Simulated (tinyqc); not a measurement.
RKS/PBE0 in the sto-3g basis, for OH-, spin multiplicity 1, step by step (part 2 of 2). The basis has no diffuse functions, so it cannot describe the extra electron: this is an exercise in the method, not the real anion. Computed by tinyqc, a small Python program that keeps every step (integrals from PySCF). Command: `OMP_NUM_THREADS=1 python tinyqc.py 23269 23270 out.jsonl` (the two numbers bound the seeds that draw the settings). One thread of a shared host (Intel(R) Xeon(R) Processor @ 2.60GHz), about 0.4 s of CPU time with the checks.

Geometry (angstrom):
```
atom         x         y         z
O     0.000000  0.000000  0.000000
H     0.000000  0.000000  1.223000
```

## Iteration 9 (converged): orbitals

converged F (hartree):
```
             1O 1s      1O 2s    1O 2px    1O 2py     1O 2pz      2H 1s
1O 1s   -18.087201  -4.675945  0.000000  0.000000  -0.012314  -0.576564
1O 2s    -4.675945  -1.409535  0.000000  0.000000  -0.037893  -0.336159
1O 2px    0.000000   0.000000  0.454022  0.000000   0.000000   0.000000
1O 2py    0.000000   0.000000  0.000000  0.454022   0.000000   0.000000
1O 2pz   -0.012314  -0.037893  0.000000  0.000000   0.476764  -0.130321
2H 1s    -0.576564  -0.336159  0.000000  0.000000  -0.130321   0.173358
```

X:
```
            1O 1s      1O 2s    1O 2px    1O 2py     1O 2pz      2H 1s
1O 1s    1.022588  -0.127935  0.000000  0.000000  -0.004695   0.017383
1O 2s   -0.127935   1.068497  0.000000  0.000000   0.041863  -0.185376
1O 2px   0.000000   0.000000  1.000000  0.000000   0.000000   0.000000
1O 2py   0.000000   0.000000  0.000000  1.000000   0.000000   0.000000
1O 2pz  -0.004695   0.041863  0.000000  0.000000   1.037624  -0.167262
2H 1s    0.017383  -0.185376  0.000000  0.000000  -0.167262   1.082614
```

Diagonalise F' = X^T F X, C = X C', fill 5 alpha and 5 beta electrons from the bottom; D = 2 C_occ C_occ^T. Each column has its largest component positive (the first on a tie).

F' = X^T F X (hartree):
```
            1          2         3         4          5          6
1  -17.731989  -2.531328  0.000000  0.000000  -0.030676  -0.043032
2   -2.531328  -0.515522  0.000000  0.000000   0.036058  -0.238307
3    0.000000   0.000000  0.454022  0.000000   0.000000   0.000000
4    0.000000   0.000000  0.000000  0.454022   0.000000   0.000000
5   -0.030676   0.036058  0.000000  0.000000   0.562999  -0.272964
6   -0.043032  -0.238307  0.000000  0.000000  -0.272964   0.350902
```

orbital energies (hartree): MO1 -18.096808, MO2 -0.245655, MO3 0.229093, MO4 0.454022, MO5 0.454022, MO6 0.779760

coefficients C:
```
              MO1        MO2        MO3       MO4        MO5        MO6
1O 1s    0.993961  -0.244796   0.103283  0.000000   0.000000  -0.061862
1O 2s    0.024984   0.916063  -0.490375  0.000000   0.000000   0.337499
1O 2px   0.000000   0.000000   0.000000  0.958587  -0.284801   0.000000
1O 2py   0.000000   0.000000   0.000000  0.284801   0.958587   0.000000
1O 2pz   0.002089   0.063198   0.506791  0.000000   0.000000   0.919554
2H 1s   -0.004943   0.239810   0.722894  0.000000   0.000000  -0.809065
```

D after iteration 9:
```
            1O 1s      1O 2s    1O 2px    1O 2py     1O 2pz      2H 1s
1O 1s    2.117101  -0.500127  0.000000  0.000000   0.077898   0.022090
1O 2s   -0.500127   2.160528  0.000000  0.000000  -0.381145  -0.269863
1O 2px   0.000000   0.000000  2.000000  0.000000   0.000000   0.000000
1O 2py   0.000000   0.000000  0.000000  2.000000   0.000000   0.000000
1O 2pz   0.077898  -0.381145  0.000000  0.000000   0.521672   0.763003
2H 1s    0.022090  -0.269863  0.000000  0.000000   0.763003   1.160219
```

Within a degenerate level the vectors are fixed only up to a rotation; this is one choice.

## Convergence

Stop when the energy changes by less than 1e-10 hartree and every element of the error matrix X^T (F D S - S D F) X is below 3e-06.

Course of the cycle:
```
iteration   E (hartree)     change  largest element of the error matrix
1          -79.06360699          -                             8.40e-01
2          -74.32999922   4.73e+00                             6.19e-02
3          -74.33372229  -3.72e-03                             6.11e-03
4          -74.33375533  -3.30e-05                             2.68e-03
5          -74.33375878  -3.45e-06                             3.84e-04
6          -74.33375885  -6.79e-08                             9.46e-05
7          -74.33375886  -4.13e-09                             2.39e-05
8          -74.33375886  -2.73e-10                             6.16e-06
9          -74.33375886  -1.87e-11                             1.61e-06
```

PySCF RKS in the same basis, fine grid = -74.33429107 hartree

Converged in 9 iterations. The coarse grid moves the energy by +5.32e-04 hartree.

## Populations, bond orders and dipole

overlap S:
```
           1O 1s     1O 2s    1O 2px    1O 2py    1O 2pz     2H 1s
1O 1s   1.000000  0.236704  0.000000  0.000000  0.000000  0.028734
1O 2s   0.236704  1.000000  0.000000  0.000000  0.000000  0.318725
1O 2px  0.000000  0.000000  1.000000  0.000000  0.000000  0.000000
1O 2py  0.000000  0.000000  0.000000  1.000000  0.000000  0.000000
1O 2pz  0.000000  0.000000  0.000000  0.000000  1.000000  0.293576
2H 1s   0.028734  0.318725  0.000000  0.000000  0.293576  1.000000
```

Mulliken: Z minus the diagonal of D S on the atom; Loewdin: the same with S^(1/2) D S^(1/2); Mayer order: 2 sum_s sum (D(s) S)_ij (D(s) S)_ji over the two atoms.

Charges (e):
```
atom   Mulliken    Loewdin
1O    -0.701159  -0.708830
2H    -0.298841  -0.291170
```

Mayer bond orders:
```
pair     order
2-1   0.910694
```

dipole moment about the origin, x y z (debye): 0.000000  0.000000  -1.219312
